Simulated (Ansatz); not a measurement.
# AlBH: the cost of one run

Program: Ansatz 0.2.0, Gaussian basis. Level of theory: def2-QZVPP, all electrons in the functionals, frozen cores in the correlation of double hybrids and RPA. These are calculated values, not measurements.

To be run: wB97M-V, B2PLYP, at charge 0, quartet; charge 0, doublet; charge 0, sextet; charge 1, triplet; charge 1, quintet.

## 1. The geometry

The geometry is a PBE0/def2-TZVP stationary point (not a proven minimum).

3 atoms, charge 0, spin multiplicity 4.

Atoms are counted from 1 here; the program's logs count them from 0.

Bond lengths: B1–Al2 1.941 Å, B1–H3 1.185 Å. Angles: Al2–B1–H3 180.0°.

Geometry (Å):

| atom | x (Å) | y (Å) | z (Å) |
| --- | --- | --- | --- |
| B1 | 0.00000 | 0.00000 | 0.25190 |
| Al2 | 0.00000 | 0.00000 | -1.68890 |
| H3 | 0.00000 | 0.00000 | 1.43700 |

No dispersion term is added; wB97M-V holds VV10 nonlocal correlation.

The geometry shown and the zero of energy belong to the point charge 0, quartet. The yardstick, UCCSD(T), and other wave-function levels (R restricted, U unrestricted, valence and pair active spaces) come from earlier runs.

## 2. wB97M-V, charge 0, quartet

File in.yaml:

```yaml
crystal:
  periodic: [false, false, false]
  atoms:
    - {symbol: B, position_ang: [0.000000, 0.000000, 0.251900]}
    - {symbol: Al, position_ang: [0.000000, 0.000000, -1.688900]}
    - {symbol: H, position_ang: [0.000000, 0.000000, 1.437000]}
basis:
  gaussian: {orbitals: "def2-QZVPP.json"}
magnetization: {spin_polarized: true, initial_magnetization: 3}
hamiltonian: {xc: {name: wB97M-V}}
output: {orbitals: {seedname: orbitals}}
```

On the command line:

```console
> ansatz run in.yaml --threads 1 --pin off --events-out ev --progress --plain --max-ram 2393MiB
```

What time and memory should one allow on 1 thread of Arm Neoverse V2, shared host?

About 12 s, with a peak of 0.34 GiB.
